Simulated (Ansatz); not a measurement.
# C2H2: the cost of one run

Method: the levels named in each step, in Ansatz 0.2.0.

**1. Starting point**

Bond lengths: C1–C2 1.240 Å, C1–H3 1.082 Å, C2–H4 1.082 Å. Angles: C1–C2–H4 180.0°, C2–C1–H3 180.0°.

Coordinates:

```xyz
4

C     0.0000    0.0000   -0.6202
C     0.0000    0.0000    0.6202
H     0.0000    0.0000   -1.7023
H     0.0000    0.0000    1.7023
```

**2. A rough first relaxation, PBE-D4/def2-SVP**

input.yaml reads:

```yaml
crystal:
  periodic: [false, false, false]
  atoms:
    - { symbol: C, position_ang: [0.0, 0.0, -0.62023] }
    - { symbol: C, position_ang: [0.0, 0.0, 0.62023] }
    - { symbol: H, position_ang: [0.0, 0.0, -1.70233] }
    - { symbol: H, position_ang: [0.0, 0.0, 1.70232] }
magnetization:
  spin_polarized: true
  initial_magnetization: 1
total_charge: 1
basis:
  gaussian: { orbitals: def2-SVP }
hamiltonian:
  xc: pbe
  dispersion: d4
relax:
  f_tol: 0.03
  max_steps: 200
```

On the command line:

```bash
$ ansatz run input.yaml --threads 2 --pin off --max-ram 5120MiB --backend cpu --events-out ev --progress --plain --runs-dir out
```

**Question.** How long does this run take on 2 threads of Arm Neoverse V1, shared host, and how much memory does it need?

About 1.6 s, with a peak of 0.09 GiB.
